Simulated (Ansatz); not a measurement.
A made-up structure of CH₂BS (charge +1), closed shell:

```tsv
atom	x (Å)	y (Å)	z (Å)
B1	-0.1465	-0.5779	-0.2005
C2	-0.0900	0.5995	0.0336
S3	1.2454	-0.1489	0.8729
H4	-0.5739	-1.3522	-0.6357
H5	-0.4350	1.4796	-0.0703
```

It is relaxed with PBE-D4/def2-SVP and then PBE0-D4/def2-TZVP (Ansatz 0.2.0). Atoms count as bonded within 1.22 times the sum of their covalent radii (H–H: 0.88 Å). The end point is not checked to be a true minimum.

(1) Does its bonding change? (Judge from chemistry; the calculation decides.)

Answers

(1) The calculation gives: No: no bond forms or breaks.

Where it ends: The first stage lowers the energy by 3.80 eV in 6 steps. It ends as CH₂BS ([BH]1[CH][S]1), total charge +1:
B1  (-0.159, -0.720, -0.233)
C2  (-0.062, 0.725, 0.075)
S3  (1.162, -0.070, 0.826)
H4  (-0.589, -1.706, -0.705)
H5  (-0.352, 1.770, 0.037)
(Å)

Labels in which every atom is bracketed show which atoms are joined, not bond orders.

For scale, one of the runs: PBE0-D4/def2-TZVP relaxation, 111 basis functions, launched by `ansatz run in.yaml --threads 2 --pin off --events-out ev --progress --plain --max-ram 4352MiB`. The run took about 9 s on 2 CPU threads of an Arm Neoverse V2 (shared host).
